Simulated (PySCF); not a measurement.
**Reproducing measurements on carbonyl fluoride**

**What was measured.**

NIST CCCBDB Release 22 (SRD 101), experimental dipoles lists, for the gas: dipole moment (microwave Stark effect) 0.95 D.

How close the calculation comes is told at the end.

Compound: carbonyl fluoride, CF₂O.
Atom-mapped SMILES: `[O:1]=[C:2]([F:3])[F:4]`

Cartesian coordinates in Å at the PBE0-D3(BJ)/def2-SVP level; atoms count from 1:
```xyz
4
CF2O angstrom
O     -0.347    1.057    0.794
C     -0.063    0.028    0.312
F      0.944   -0.731    0.657
F     -0.699   -0.563   -0.665
```

The PySCF runs (gas phase, on this PBE0-D3(BJ)/def2-SVP geometry; no spin–orbit coupling):

| level | job | basis functions | wall time |
| --- | --- | --- | --- |
| PBE0-D3(BJ)/def2-SVP, grid level 1 | geometry optimisation from a GFN2-xTB start shaken at random | 56 | 3.6 s |
| PBE0/IGLO-III | shieldings, charges and field gradients | 140 | 3.5 s |
| PBE0/aug-cc-pVDZ | shieldings, charges and field gradients | 92 | 2.3 s |
| PBE0/cc-pVDZ | shieldings, charges and field gradients | 56 | 1.6 s |
| PBE0/pcSseg-0 | shieldings, charges and field gradients | 36 | 1.2 s |
| PBE0/pcSseg-3 | shieldings, charges and field gradients | 288 | 13 s |
| B97-2/pcJ-1 | spin–spin couplings from 4 perturbed nuclei | 108 | 2.2 s |
| HF/pcJ-1 | spin–spin couplings from 4 perturbed nuclei | 108 | 1.1 s |
| KT2/pcJ-1 | spin–spin couplings from 4 perturbed nuclei | 108 | 2.6 s |
| LDA/pcJ-1 | spin–spin couplings from 4 perturbed nuclei | 108 | 2.0 s |
| PBE/pcJ-1 | spin–spin couplings from 4 perturbed nuclei | 108 | 2.6 s |
| PBE0/pcJ-1 | spin–spin couplings from 4 perturbed nuclei | 108 | 2.2 s |

Hardware: AMD EPYC 9R14, one thread, on a shared host.

Results beside the measurements:

**Dipole moment.** Measured: 0.95 D (NIST CCCBDB Release 22 (SRD 101), experimental dipoles).

```tsv
level	computed (D)	computed − measured (D)	% (from the printed values)
PBE0-D3(BJ)/def2-SVP	1.12	+0.17	+18
PBE0/IGLO-III	1.14	+0.19	+20
PBE0/aug-cc-pVDZ	1.13	+0.18	+19
PBE0/cc-pVDZ	1.09	+0.14	+15
PBE0/pcSseg-0	1.08	+0.13	+14
PBE0/pcSseg-3	1.14	+0.19	+20
B97-2/pcJ-1	1.14	+0.19	+20
HF/pcJ-1	1.24	+0.29	+31
KT2/pcJ-1	1.14	+0.19	+20
LDA/pcJ-1	1.15	+0.20	+21
PBE/pcJ-1	1.15	+0.20	+21
PBE0/pcJ-1	1.15	+0.20	+21
```

12 of the 13 levels run are shown, the closest and the furthest among them. Closest is PBE0/pcSseg-0 (+0.13 D), furthest HF/pcJ-1 (+0.29 D); one molecule doesn't rank methods. All 13 levels lie above the measurement. The computed dipoles belong to one fixed geometry; measured ones are averaged over vibrations unless marked μe. Magnitudes are compared, not signs.

No measured geometry was used, and the causes of the misses weren't examined.
